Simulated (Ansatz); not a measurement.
**Reading a saddle point**

A first-order saddle point of CH$_{5}$BO, closed shell, PBE0-D4/def2-TZVP, with one imaginary mode of 453i cm⁻¹:

```
8
angstrom
B -0.9329 0.1295 0.3755
O -0.0670 -0.4987 -0.9785
C 1.0285 -0.2210 -0.4943
H -0.1712 0.9685 0.8509
H -1.7999 0.6915 -0.2348
H -1.1584 -0.8174 1.0745
H 1.7592 0.3614 -1.0750
H 1.3418 -0.6135 0.4817
```

Program: Ansatz 0.2.0. Basis: def2-TZVPP and def2-QZVPP. Cores are frozen in the correlated methods. Extrapolation: Hartree–Fock as exp(−7.88 √X), correlation as X^−2.97.

Q: Which contacts change along the imaginary mode, and what lies on either side? (Judge from chemistry; the calculation decides.)

A: By the calculation: The step is CH₅BO ([BH2][O][CH3]) → CH₂O ([CH2][O]) + BH₃ (still joined by a long B–O bond), with the molecules in contact on both sides. Shortening one way: B1–H4; lengthening the same way: B1–O2, C3–H4.
| pair | one side (Å) | saddle (Å) | other side (Å) |
| --- | --- | --- | --- |
| B1–H4 | 2.53 | 1.23 | 1.21 |
| B1–O2 | 1.34 | 1.73 | 1.60 |
| C3–H4 | 1.09 | 2.16 | 2.57 |

Q: Which side is lower, and how far does the saddle lie above each? (To be estimated.)

A: By the calculation: The side with B1–O2, C3–H4 short is lower by 1.999 eV; the saddle lies 2.668 eV above it and 0.669 eV above the other (CCSD(T) at an estimated basis limit (MP2 extrapolated from triple and quadruple zeta, plus CCSD(T) − MP2 in triple zeta); electronic energies).

The T1 diagnostic stays at or below 0.020.

Labels in which every atom is bracketed show which atoms are joined, not bond orders.

For scale, one of the runs: CCSD(T)/def2-TZVPP, 163 basis functions, launched by `ansatz run in.yaml --threads 2 --pin off --events-out ev --progress --plain --max-ram 4352MiB`. Hardware: 2 CPU threads of an Arm Neoverse V2, shared host. Wall time 18 s; peak host memory 1.3 GiB.
